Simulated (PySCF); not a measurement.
All values below come from TPSS-D3(BJ)/def2-TZVP // TPSS-D3(BJ)/def2-SVP run with PySCF. Gas-phase values, no solvent. 

Reference species (SMILES): `[CH3]` (neutral, multiplicity 2).

```yaml
highest_occupied_spin_orbital: -5.50 eV
```

Changed species: `C[N]C` (free radical N(CH3)2; the reference has free radical CH3).

Task: What does the change do to the highest occupied spin orbital?

Result: the highest occupied spin orbital falls by 0.29 eV, to -5.79 eV.
